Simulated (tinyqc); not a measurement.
Worked calculation (part 1 of 3): UKS/BLYP in the sto-6g basis, for H2O, spin multiplicity 3. Computed by tinyqc, a small Python program that keeps every step (integrals from PySCF). Settings: charge = 0, multiplicity = 3, basis = sto-6g, energy threshold = 1e-08, iteration cap = 71, orthogonalisation = symmetric, start = atomic densities, DIIS depth = 4, damping = 0.3, method = UKS, functional = blyp, grid = [40, 86]. Command: `OMP_NUM_THREADS=1 python tinyqc.py 28602 28603 out.jsonl` (the two numbers bound the seeds that draw the settings). One thread of a shared host (Intel(R) Xeon(R) Processor @ 2.60GHz), about 3 s of CPU time with the checks. Later iterations appear only in the table of the cycle.

## One-electron integrals

Geometry (angstrom):
```
atom         x          y         z
O     0.000000   0.000000  0.000000
H     0.000000   0.733000  0.546000
H     0.000000  -0.733000  0.546000
```

Basis sto-6g: exponents (1/bohr^2) and contraction coefficients of normalised primitives:
```
element  l (shell)     exponent  coefficient
O            s (1)  1355.584234     0.009164
O            s (1)   248.544885     0.049361
O            s (1)    69.533902     0.168538
O            s (1)    23.886772     0.370563
O            s (1)     9.275933     0.416492
O            s (1)     3.820341     0.130334
O            s (2)    52.187762    -0.013253
O            s (2)    10.329320    -0.046992
O            s (2)     3.210345    -0.033785
O            s (2)     1.235135     0.250242
O            s (2)     0.536420     0.595117
O            s (2)     0.245881     0.240706
O            p (3)    52.187762     0.003760
O            p (3)    10.329320     0.037679
O            p (3)     3.210345     0.173897
O            p (3)     1.235135     0.418036
O            p (3)     0.536420     0.425860
O            p (3)     0.245881     0.101708
H            s (1)    35.523221     0.009164
H            s (1)     6.513144     0.049361
H            s (1)     1.822143     0.168538
H            s (1)     0.625955     0.370563
H            s (1)     0.243077     0.416492
H            s (1)     0.100112     0.130334
```

Overlap, kinetic and nuclear-attraction integrals over the contracted functions; the nuclear repulsion is the sum of Za Zb / Rab.

nuclear repulsion = 9.62441285 hartree

overlap S:
```
           1O 1s     1O 2s    1O 2px     1O 2py    1O 2pz     2H 1s      3H 1s
1O 1s   1.000000  0.231145  0.000000   0.000000  0.000000  0.061188   0.061188
1O 2s   0.231145  1.000000  0.000000   0.000000  0.000000  0.505481   0.505481
1O 2px  0.000000  0.000000  1.000000   0.000000  0.000000  0.000000   0.000000
1O 2py  0.000000  0.000000  0.000000   1.000000  0.000000  0.326616  -0.326616
1O 2pz  0.000000  0.000000  0.000000   0.000000  1.000000  0.243291   0.243291
2H 1s   0.061188  0.505481  0.000000   0.326616  0.243291  1.000000   0.269630
3H 1s   0.061188  0.505481  0.000000  -0.326616  0.243291  0.269630   1.000000
```

kinetic energy T (hartree):
```
            1O 1s      1O 2s    1O 2px     1O 2py    1O 2pz      2H 1s      3H 1s
1O 1s   29.327197  -0.896024  0.000000   0.000000  0.000000  -0.000547  -0.000547
1O 2s   -0.896024   0.842618  0.000000   0.000000  0.000000   0.150004   0.150004
1O 2px   0.000000   0.000000  2.531309   0.000000  0.000000   0.000000   0.000000
1O 2py   0.000000   0.000000  0.000000   2.531309  0.000000   0.253460  -0.253460
1O 2pz   0.000000   0.000000  0.000000   0.000000  2.531309   0.188798   0.188798
2H 1s   -0.000547   0.150004  0.000000   0.253460  0.188798   0.768522   0.012430
3H 1s   -0.000547   0.150004  0.000000  -0.253460  0.188798   0.012430   0.768522
```

nuclear attraction V (hartree):
```
             1O 1s       1O 2s      1O 2px      1O 2py      1O 2pz      2H 1s      3H 1s
1O 1s   -62.416246   -6.418931    0.000000    0.000000   -0.021520  -1.949388  -1.949388
1O 2s    -6.418931  -10.138031    0.000000    0.000000   -0.235194  -4.168534  -4.168534
1O 2px    0.000000    0.000000  -10.045217    0.000000    0.000000   0.000000   0.000000
1O 2py    0.000000    0.000000    0.000000  -10.223529    0.000000  -2.414308   2.414308
1O 2pz   -0.021520   -0.235194    0.000000    0.000000  -10.144153  -1.878148  -1.878148
2H 1s    -1.949388   -4.168534    0.000000   -2.414308   -1.878148  -6.029887  -1.786881
3H 1s    -1.949388   -4.168534    0.000000    2.414308   -1.878148  -1.786881  -6.029887
```

core Hamiltonian H = T + V (hartree):
```
             1O 1s      1O 2s     1O 2px     1O 2py     1O 2pz      2H 1s      3H 1s
1O 1s   -33.089049  -7.314955   0.000000   0.000000  -0.021520  -1.949935  -1.949935
1O 2s    -7.314955  -9.295413   0.000000   0.000000  -0.235194  -4.018530  -4.018530
1O 2px    0.000000   0.000000  -7.513908   0.000000   0.000000   0.000000   0.000000
1O 2py    0.000000   0.000000   0.000000  -7.692220   0.000000  -2.160848   2.160848
1O 2pz   -0.021520  -0.235194   0.000000   0.000000  -7.612845  -1.689350  -1.689350
2H 1s    -1.949935  -4.018530   0.000000  -2.160848  -1.689350  -5.261364  -1.774451
3H 1s    -1.949935  -4.018530   0.000000   2.160848  -1.689350  -1.774451  -5.261364
```

## Two-electron integrals

Functions are numbered as in S; the eight-fold symmetry (ij|kl) = (ji|kl) = (kl|ij) leaves the list below.

Two-electron integrals (ij|kl) in chemists' order, unique and non-zero (hartree):
```
(11|11) 4.787491    (21|11) 0.675884    (21|21) 0.121505    (22|11) 1.117379
(22|21) 0.249212    (22|22) 0.817383    (31|31) 0.025762    (32|31) 0.039145
(32|32) 0.180664    (33|11) 1.117381    (33|21) 0.249212    (33|22) 0.817382
(33|33) 0.880663    (41|41) 0.025762    (42|41) 0.039145    (42|42) 0.180664
(43|43) 0.047461    (44|11) 1.117381    (44|21) 0.249212    (44|22) 0.817382
(44|33) 0.785741    (44|44) 0.880663    (51|51) 0.025762    (52|51) 0.039145
(52|52) 0.180664    (53|53) 0.047461    (54|54) 0.047461    (55|11) 1.117381
(55|21) 0.249212    (55|22) 0.817382    (55|33) 0.785741    (55|44) 0.785741
(55|55) 0.880663    (61|11) 0.191220    (61|21) 0.032925    (61|22) 0.065975
(61|33) 0.065830    (61|41) 0.001285    (61|42) 0.002500    (61|44) 0.066109
(61|51) 0.000957    (61|52) 0.001862    (61|54) 0.000208    (61|55) 0.065985
(61|61) 0.009095    (62|11) 0.434288    (62|21) 0.098066    (62|22) 0.352378
(62|33) 0.346769    (62|41) 0.006235    (62|42) 0.044575    (62|44) 0.357591
(62|51) 0.004645    (62|52) 0.033203    (62|54) 0.008061    (62|55) 0.352774
(62|61) 0.026664    (62|62) 0.183521    (63|31) 0.011283    (63|32) 0.062182
(63|43) 0.009350    (63|53) 0.006965    (63|63) 0.027026    (64|11) 0.239770
(64|21) 0.054945    (64|22) 0.210580    (64|33) 0.200912    (64|41) 0.014420
(64|42) 0.087835    (64|44) 0.226240    (64|51) 0.002337    (64|52) 0.019109
(64|54) 0.011902    (64|55) 0.204589    (64|61) 0.015683    (64|62) 0.133405
(64|64) 0.123160    (65|11) 0.178601    (65|21) 0.040928    (65|22) 0.156858
(65|33) 0.149656    (65|41) 0.002337    (65|42) 0.019109    (65|44) 0.154593
(65|51) 0.013024    (65|52) 0.076415    (65|54) 0.013028    (65|55) 0.166325
(65|61) 0.011682    (65|62) 0.099371    (65|64) 0.071609    (65|65) 0.080366
(66|11) 0.552961    (66|21) 0.127151    (66|22) 0.518936    (66|33) 0.497941
(66|41) 0.011211    (66|42) 0.106762    (66|44) 0.538448    (66|51) 0.008351
(66|52) 0.079526    (66|54) 0.030173    (66|55) 0.520416    (66|61) 0.035002
(66|62) 0.330801    (66|64) 0.275159    (66|65) 0.204961    (66|66) 0.774999
(71|11) 0.191220    (71|21) 0.032925    (71|22) 0.065975    (71|33) 0.065830
(71|41) -0.001285   (71|42) -0.002500   (71|44) 0.066109    (71|51) 0.000957
(71|52) 0.001862    (71|54) -0.000208   (71|55) 0.065985    (71|61) 0.008956
(71|62) 0.025761    (71|64) 0.013694    (71|65) 0.011275    (71|66) 0.033273
(71|71) 0.009095    (72|11) 0.434288    (72|21) 0.098066    (72|22) 0.352378
(72|33) 0.346769    (72|41) -0.006235   (72|42) -0.044575   (72|44) 0.357591
(72|51) 0.004645    (72|52) 0.033203    (72|54) -0.008061   (72|55) 0.352774
(72|61) 0.025761    (72|62) 0.150944    (72|64) 0.075025    (72|65) 0.079416
(72|66) 0.226178    (72|71) 0.026664    (72|72) 0.183521    (73|31) 0.011283
(73|32) 0.062182    (73|43) -0.009350   (73|53) 0.006965    (73|63) 0.021592
(73|73) 0.027026    (74|11) -0.239770   (74|21) -0.054945   (74|22) -0.210580
(74|33) -0.200912   (74|41) 0.014420    (74|42) 0.087835    (74|44) -0.226240
(74|51) -0.002337   (74|52) -0.019109   (74|54) 0.011902    (74|55) -0.204589
(74|61) -0.013694   (74|62) -0.075025   (74|64) -0.015975   (74|65) -0.038511
(74|66) -0.097627   (74|71) -0.015683   (74|72) -0.133405   (74|74) 0.123160
(75|11) 0.178601    (75|21) 0.040928    (75|22) 0.156858    (75|33) 0.149656
(75|41) -0.002337   (75|42) -0.019109   (75|44) 0.154593    (75|51) 0.013024
(75|52) 0.076415    (75|54) -0.013028   (75|55) 0.166325    (75|61) 0.011275
(75|62) 0.079416    (75|64) 0.038511    (75|65) 0.062759    (75|66) 0.130921
(75|71) 0.011682    (75|72) 0.099371    (75|74) -0.071609   (75|75) 0.080366
(76|11) 0.178170    (76|21) 0.040583    (76|22) 0.156507    (76|33) 0.153132
(76|44) 0.156257    (76|51) 0.003116    (76|52) 0.025775    (76|55) 0.160130
(76|61) 0.010912    (76|62) 0.079967    (76|64) 0.049896    (76|65) 0.048688
(76|66) 0.145861    (76|71) 0.010912    (76|72) 0.079967    (76|74) -0.049896
(76|75) 0.048688    (76|76) 0.041550    (77|11) 0.552961    (77|21) 0.127151
(77|22) 0.518936    (77|33) 0.497941    (77|41) -0.011211   (77|42) -0.106762
(77|44) 0.538448    (77|51) 0.008351    (77|52) 0.079526    (77|54) -0.030173
(77|55) 0.520416    (77|61) 0.033273    (77|62) 0.226178    (77|64) 0.097627
(77|65) 0.130921    (77|66) 0.352974    (77|71) 0.035002    (77|72) 0.330801
(77|74) -0.275159   (77|75) 0.204961    (77|76) 0.145861    (77|77) 0.774999
```

## Orthogonalisation

S = U s U^T; symmetric (Loewdin) form X = U s^(-1/2) U^T, so that X^T S X = 1.

eigenvalues of S: 0.313600  0.384008  0.889688  1.000000  1.085131  1.346361  1.981211

X:
```
            1O 1s      1O 2s    1O 2px     1O 2py     1O 2pz      2H 1s      3H 1s
1O 1s    1.022995  -0.140960  0.000000   0.000000  -0.010056   0.020776   0.020776
1O 2s   -0.140960   1.287166  0.000000   0.000000   0.125930  -0.327332  -0.327332
1O 2px   0.000000   0.000000  1.000000   0.000000   0.000000   0.000000   0.000000
1O 2py   0.000000   0.000000  0.000000   1.132442   0.000000  -0.255190   0.255190
1O 2pz  -0.010056   0.125930  0.000000   0.000000   1.059552  -0.155248  -0.155248
2H 1s    0.020776  -0.327332  0.000000  -0.255190  -0.155248   1.244859  -0.098249
3H 1s    0.020776  -0.327332  0.000000   0.255190  -0.155248  -0.098249   1.244859
```

## Starting guess

The start is atomic minimal-basis densities projected into this basis (PySCF's MINAO start) and scaled to the electron count of each spin; this density is not idempotent, so its energy is not variational and may lie below the converged one.

D(alpha) at the start:
```
            1O 1s      1O 2s    1O 2px     1O 2py     1O 2pz      2H 1s      3H 1s
1O 1s    1.282917  -0.286302  0.000000   0.000000   0.009499  -0.008325  -0.008325
1O 2s   -0.286302   1.250090  0.000000   0.000000  -0.056497   0.018650   0.018650
1O 2px   0.000000   0.000000  0.784805   0.000000   0.000000   0.000000   0.000000
1O 2py   0.000000   0.000000  0.000000   0.685713   0.000000   0.071759  -0.071759
1O 2pz   0.009499  -0.056497  0.000000   0.000000   0.739796   0.031991   0.031991
2H 1s   -0.008325   0.018650  0.000000   0.071759   0.031991   0.601811   0.046092
3H 1s   -0.008325   0.018650  0.000000  -0.071759   0.031991   0.046092   0.601811
```

D(beta) at the start:
```
            1O 1s      1O 2s    1O 2px     1O 2py     1O 2pz      2H 1s      3H 1s
1O 1s    0.855278  -0.190868  0.000000   0.000000   0.006333  -0.005550  -0.005550
1O 2s   -0.190868   0.833394  0.000000   0.000000  -0.037664   0.012434   0.012434
1O 2px   0.000000   0.000000  0.523204   0.000000   0.000000   0.000000   0.000000
1O 2py   0.000000   0.000000  0.000000   0.457142   0.000000   0.047839  -0.047839
1O 2pz   0.006333  -0.037664  0.000000   0.000000   0.493197   0.021327   0.021327
2H 1s   -0.005550   0.012434  0.000000   0.047839   0.021327   0.401208   0.030728
3H 1s   -0.005550   0.012434  0.000000  -0.047839   0.021327   0.030728   0.401208
```

## Iteration 1: exchange-correlation on the grid

Becke grid with 40 radial and 86 angular points per atom, points of zero weight dropped. rho = sum D_ij phi_i phi_j; V_xc,ij = sum w v_xc phi_i phi_j plus the gradient terms; v_xc is d(rho eps)/d rho(s) for spin s at fixed gradient.

The 8 grid points with the largest w rho, of 10298 (bohr, atomic units):
```
x                  y          z         w  rho(alpha)  rho(beta)     eps_xc  v_xc(alpha)
1.047315    0.000000  -0.422665  0.031317    0.179581   0.119721  -0.577325    -0.704348
-1.047315   0.000000  -0.422665  0.031317    0.179581   0.119721  -0.577325    -0.704348
0.784194    0.213526  -0.784194  0.031489    0.178556   0.119037  -0.576557    -0.702887
0.784194   -0.213526  -0.784194  0.031489    0.178556   0.119037  -0.576557    -0.702887
-0.784194   0.213526  -0.784194  0.031489    0.178556   0.119037  -0.576557    -0.702887
-0.784194  -0.213526  -0.784194  0.031489    0.178556   0.119037  -0.576557    -0.702887
0.675186   -0.183844  -0.675186  0.020992    0.267297   0.178198  -0.641302    -0.809913
0.675186    0.183844  -0.675186  0.020992    0.267297   0.178198  -0.641302    -0.809913
```

electrons on the grid, sum of w rho = 10.000544

E_xc = sum of w rho eps_xc = -9.49625870 hartree

V_xc(alpha) (hartree):
```
            1O 1s      1O 2s     1O 2px     1O 2py     1O 2pz      2H 1s      3H 1s
1O 1s   -3.304000  -0.397516   0.000000   0.000000   0.000339  -0.117045  -0.117045
1O 2s   -0.397516  -0.819622   0.000000   0.000000  -0.015777  -0.349536  -0.349536
1O 2px   0.000000   0.000000  -0.809957   0.000000   0.000000   0.000000   0.000000
1O 2py   0.000000   0.000000   0.000000  -0.828420   0.000000  -0.213283   0.213283
1O 2pz   0.000339  -0.015777   0.000000   0.000000  -0.820479  -0.165024  -0.165024
2H 1s   -0.117045  -0.349536   0.000000  -0.213283  -0.165024  -0.544270  -0.148648
3H 1s   -0.117045  -0.349536   0.000000   0.213283  -0.165024  -0.148648  -0.544270
```

V_xc(beta) (hartree):
```
            1O 1s      1O 2s     1O 2px     1O 2py     1O 2pz      2H 1s      3H 1s
1O 1s   -2.949346  -0.357144   0.000000   0.000000   0.000293  -0.104987  -0.104987
1O 2s   -0.357144  -0.740098   0.000000   0.000000  -0.014785  -0.316232  -0.316232
1O 2px   0.000000   0.000000  -0.731191   0.000000   0.000000   0.000000   0.000000
1O 2py   0.000000   0.000000   0.000000  -0.748269   0.000000  -0.193063   0.193063
1O 2pz   0.000293  -0.014785   0.000000   0.000000  -0.740853  -0.149520  -0.149520
2H 1s   -0.104987  -0.316232   0.000000  -0.193063  -0.149520  -0.494150  -0.135034
3H 1s   -0.104987  -0.316232   0.000000   0.193063  -0.149520  -0.135034  -0.494150
```

## Iteration 1: building the Kohn-Sham matrix

J_ij = sum D_kl (ij|kl) with D = D(alpha) + D(beta); F = H + J + V_xc; E = tr D H + tr D J / 2 + E_xc + E_nn.

Coulomb J (hartree):
```
            1O 1s     1O 2s    1O 2px     1O 2py    1O 2pz     2H 1s      3H 1s
1O 1s   17.368696  3.073193  0.000000   0.000000  0.015094  0.839990   0.839990
1O 2s    3.073193  8.104858  0.000000   0.000000  0.160171  3.519498   3.519498
1O 2px   0.000000  0.000000  8.062974   0.000000  0.000000  0.000000   0.000000
1O 2py   0.000000  0.000000  0.000000   8.143534  0.000000  2.107807  -2.107807
1O 2pz   0.015094  0.160171  0.000000   0.000000  8.108066  1.629620   1.629620
2H 1s    0.839990  3.519498  0.000000   2.107807  1.629620  5.347331   1.582450
3H 1s    0.839990  3.519498  0.000000  -2.107807  1.629620  1.582450   5.347331
```

F(alpha) (hartree):
```
             1O 1s      1O 2s     1O 2px     1O 2py     1O 2pz      2H 1s      3H 1s
1O 1s   -19.024353  -4.639278   0.000000   0.000000  -0.006087  -1.226990  -1.226990
1O 2s    -4.639278  -2.010177   0.000000   0.000000  -0.090799  -0.848568  -0.848568
1O 2px    0.000000   0.000000  -0.260891   0.000000   0.000000   0.000000   0.000000
1O 2py    0.000000   0.000000   0.000000  -0.377106   0.000000  -0.266323   0.266323
1O 2pz   -0.006087  -0.090799   0.000000   0.000000  -0.325258  -0.224754  -0.224754
2H 1s    -1.226990  -0.848568   0.000000  -0.266323  -0.224754  -0.458303  -0.340649
3H 1s    -1.226990  -0.848568   0.000000   0.266323  -0.224754  -0.340649  -0.458303
```

F(beta) (hartree):
```
             1O 1s      1O 2s     1O 2px     1O 2py     1O 2pz      2H 1s      3H 1s
1O 1s   -18.669699  -4.598907   0.000000   0.000000  -0.006133  -1.214932  -1.214932
1O 2s    -4.598907  -1.930653   0.000000   0.000000  -0.089807  -0.815264  -0.815264
1O 2px    0.000000   0.000000  -0.182125   0.000000   0.000000   0.000000   0.000000
1O 2py    0.000000   0.000000   0.000000  -0.296955   0.000000  -0.246104   0.246104
1O 2pz   -0.006133  -0.089807   0.000000   0.000000  -0.245631  -0.209250  -0.209250
2H 1s    -1.214932  -0.815264   0.000000  -0.246104  -0.209250  -0.408183  -0.327035
3H 1s    -1.214932  -0.815264   0.000000   0.246104  -0.209250  -0.327035  -0.408183
```

total energy of this density = -76.76900764 hartree

This density is the starting one; it is not idempotent, so its energy is not variational and may lie below the converged one.
